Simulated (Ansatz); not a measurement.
input.yaml (Ansatz)

```yaml
crystal:
  lattice:
    - [3.6203037409, 0.0, 0.0]
    - [-1.8101518705, 3.1352750091, 0.0]
    - [0.0, 0.0, 5.799841366]
  atoms:
    - { symbol: Gd, position: [0.3333333333, 0.6666666667, 0.25], spin: 7.255 }
    - { symbol: Gd, position: [0.6666666667, 0.3333333333, 0.75], spin: -7.255 }
hamiltonian:
  xc: pbe
  pseudopotentials:
    kind: paw
    azcp:
      Gd: "pseudopotentials/Gd.paw.azcp"
basis:
  ecutwfc: 420
  fft_grid_basis: typed
kpoints:
  mp_grid: { grid: [5, 5, 3], shift: [0, 0, 0] }
magnetization:
  spin_polarized: true
scf:
  occupations: { method: fermi_dirac, width: 0.1 }
```

Output

```
Engine: ansatz 0.2.0, x86_64-unknown-linux-gnu
Pseudopotentials: kind: paw
Pseudopotential: Gd, paw, valence charge 18, recommended cutoff 420 eV (normal) 
Functional definition: PBE
  parameter kappa = 0.804
  parameter beta = 0.06672455060314922
  exchange = pbe_x(kappa = kappa, mu = beta*pi^2/3)
  correlation = pbe_c(beta = beta)
Crystal: 2 atoms, lattice volume = 65.832 Å³
Basis set: ecut = 420 eV, 1279 PW (Γ)
Bands: 31, of which v1, the nominal top of the filled ones, is band 18 counted from 1 (17 counted from 0)
Symmetry: 12 space group operations
Space group: P-6m2 (ITA 187), of the structure as read, at distance tolerance 4.0e-5 Å
Magnetic group: BNS 194.267 (UNI 1497), of the structure as read, at distance tolerance 4.0e-5 Å
k-points: 10 of 75 (time reversal used)
Non-local potential: Gd, projectors of the file, l = 0: 3, l = 1: 2, l = 2: 2, l = 3: 3
PAW form: soft (Blöchl's): semilocal exchange-correlation on the pseudo side does not see the compensation charge
PAW one-centre angular grid: Gd, 590 points (default); XC on 64 Gauss nodes
Initial density: superposition of atomic densities (chi_scale 0.1, normalization cell)
Starting moments: Σ|m| = 14.51 μB on 2 of 2 sites
Starting magnetic order: antiferromagnet; an inversion exchanges its spin sublattices: spin-degenerate at every k-point
Initial wavefunctions: pseudopotential atomic-orbital guess
Functional: x = pbe(κ = 0.804, μ = 0.2195149727645171), c = pbe(β = 0.06672455060314922)
iter 1 solved again at ethr=9.56e-4 eV; its pass at ethr=3.10e-3 eV (dr2=3.44e-1 eV) is discarded
SCF iter   1: F=—  HF=-18664.079078 eV  |F-HF|=—  |Δ(HF+E_count)|=         —  Δρ=2.02e-2 (↑2.02e-2 ↓2.02e-2)  dr2=3.42e-1  dr2_m=1.67e-1  M=-0.000 μB ∫|m|=14.316 μB  β_m=0.30  ethr=9.56e-4  ⟨swp⟩=1.0  Hψ=3070  notcnv=0
Mixer restart at iter 1: flushing history
spin=Collinear: Kerker preconditioning applied to the charge; magnetization (m = ρ↑ − ρ↓) channel mixes plain (no charge-response kernel on spin).
SCF iter   2: F=—  HF=-18664.200978 eV  |F-HF|=—  |Δ(HF+E_count)|=   1.22e-1  Δρ=1.71e-2 (↑1.71e-2 ↓1.71e-2)  dr2=2.49e-1  dr2_m=1.20e-1  M=0.000 μB ∫|m|=14.382 μB  β_m=0.38  ethr=9.51e-4  ⟨swp⟩=2.0  Hψ=718  notcnv=0
SCF iter   3: F=—  HF=-18664.435572 eV  |F-HF|=—  |Δ(HF+E_count)|=   2.35e-1  Δρ=7.84e-3 (↑7.80e-3 ↓7.84e-3)  dr2=7.87e-2  dr2_m=2.07e-2  M=-0.000 μB ∫|m|=14.640 μB  β_m=0.54  ethr=6.91e-4  ⟨swp⟩=2.9  Hψ=1549  notcnv=0
SCF iter   4: F=—  HF=-18664.492698 eV  |F-HF|=—  |Δ(HF+E_count)|=   5.71e-2  Δρ=2.08e-3 (↑2.08e-3 ↓2.08e-3)  dr2=4.03e-3  dr2_m=1.14e-3  M=0.000 μB ∫|m|=14.813 μB  β_m=0.77  ethr=2.18e-4  ⟨swp⟩=2.4  Hψ=1282  notcnv=0
SCF iter   5: F=—  HF=-18664.498698 eV  |F-HF|=—  |Δ(HF+E_count)|=   6.00e-3  Δρ=7.03e-4 (↑6.92e-4 ↓7.03e-4)  dr2=1.02e-3  dr2_m=1.35e-4  M=-0.000 μB ∫|m|=14.844 μB  β_m=0.86  ethr=1.12e-5  ⟨swp⟩=2.0  Hψ=1305  notcnv=0
SCF iter   6: F=—  HF=-18664.499066 eV  |F-HF|=—  |Δ(HF+E_count)|=   3.68e-4  Δρ=1.89e-4 (↑1.89e-4 ↓1.72e-4)  dr2=2.82e-5  dr2_m=1.18e-5  M=0.000 μB ∫|m|=14.863 μB  β_m=0.93  ethr=2.83e-6  ⟨swp⟩=2.0  Hψ=1065  notcnv=0
SCF iter   7: F=—  HF=-18664.499131 eV  |F-HF|=—  |Δ(HF+E_count)|=   6.54e-5  Δρ=8.22e-5 (↑8.22e-5 ↓5.03e-5)  dr2=5.10e-6  dr2_m=1.75e-6  M=0.000 μB ∫|m|=14.872 μB  β_m=0.87  ethr=7.84e-8  ⟨swp⟩=2.0  Hψ=1057  notcnv=0
SCF iter   8: F=—  HF=-18664.499135 eV  |F-HF|=—  |Δ(HF+E_count)|=   3.16e-6  Δρ=4.91e-5 (↑4.06e-5 ↓4.91e-5)  dr2=2.48e-6  dr2_m=7.35e-7  M=0.000 μB ∫|m|=14.873 μB  β_m=0.82  ethr=1.42e-8  ⟨swp⟩=2.0  Hψ=1128  notcnv=0
SCF iter   9: F=—  HF=-18664.499137 eV  |F-HF|=—  |Δ(HF+E_count)|=   2.56e-6  Δρ=2.73e-5 (↑2.73e-5 ↓2.50e-5)  dr2=2.92e-7  dr2_m=3.41e-7  M=0.000 μB ∫|m|=14.874 μB  β_m=0.91  ethr=6.89e-9  ⟨swp⟩=2.0  Hψ=922  notcnv=0
SCF iter  10: F=—  HF=-18664.499140 eV  |F-HF|=—  |Δ(HF+E_count)|=   2.57e-6  Δρ=1.21e-5 (↑1.21e-5 ↓1.18e-5)  dr2=4.17e-8  dr2_m=7.64e-8  M=0.000 μB ∫|m|=14.876 μB  β_m=0.95  ethr=8.12e-10  ⟨swp⟩=2.8  Hψ=1135  notcnv=0
SCF iter  11: F=-18664.499141 eV  HF=-18664.499140 eV  |F-HF|=1.90e-8  |Δ(HF+E_count)|=   7.92e-7  Δρ=4.80e-6 (↑4.80e-6 ↓4.29e-6)  dr2=1.19e-8  dr2_m=9.82e-9  M=-0.000 μB ∫|m|=14.877 μB  ethr=1.16e-10  ⟨swp⟩=2.0  Hψ=1994  notcnv=0
SCF 1 converged in 11 iterations: F = -18664.499141 eV  dr2 = 1.19e-8
SCF converged after 11 iterations
Magnetization: -0.0000 μB (18.0000 up, 18.0000 down)
Absolute magnetization: 14.8767 μB (∫|ρ↑−ρ↓|, with the PAW one-centre terms)
Spin contamination: 7.1877 ħ² per cell (⟨S²⟩ above its minimum at these occupations)
Per-site moments (μB) at R_I (Å): [(7.247701177430209, 1.4745594959776298), (-7.247706141913179, 1.4745594959776298)]
Free energy (F): -18664.499141 eV
Harris-Foulkes:  -18664.499140 eV  (|F-HF|=1.90e-8)
Internal energy: -18664.363978 eV  (E = F + TS)
E sigma→0 (E₀):  -18664.431559 eV
Entropy (-TS):   -0.135162 eV (-67.581 meV/atom)
Fermi energy:    12.270620 eV
--- Per-component energies (eV) ---
  E_band       = -56.949457
  E_kinetic    = 803.712682
  E_local      = -4232.072522  (includes V_loc(G=0)·N_el)
  E_nonlocal   = 582.353116
  E_hartree    = 1751.477651
  E_xc         = -464.999046
  E_vxc        = -503.902282  (∫ρ·V_xc dr)
  E_paw        = -12900.558553  (= ΣΔE_a)
  E_vpaw       = -210.003011  (= ΣTr[D̂ρ^β])
  E_aug_tail   = 0.000000  (compensation charges beyond the density's cutoff)
  E_ewald      = -4204.277307
  E_smearing   = -0.135162  (= −TS)
  E_closure    = 0.000000  (closes the sum)
  Σ components = -18664.499141   (vs F -18664.499141, Δ=0.00e0)
```

Open f shells have many self-consistent states, so the state found may not be the lowest.
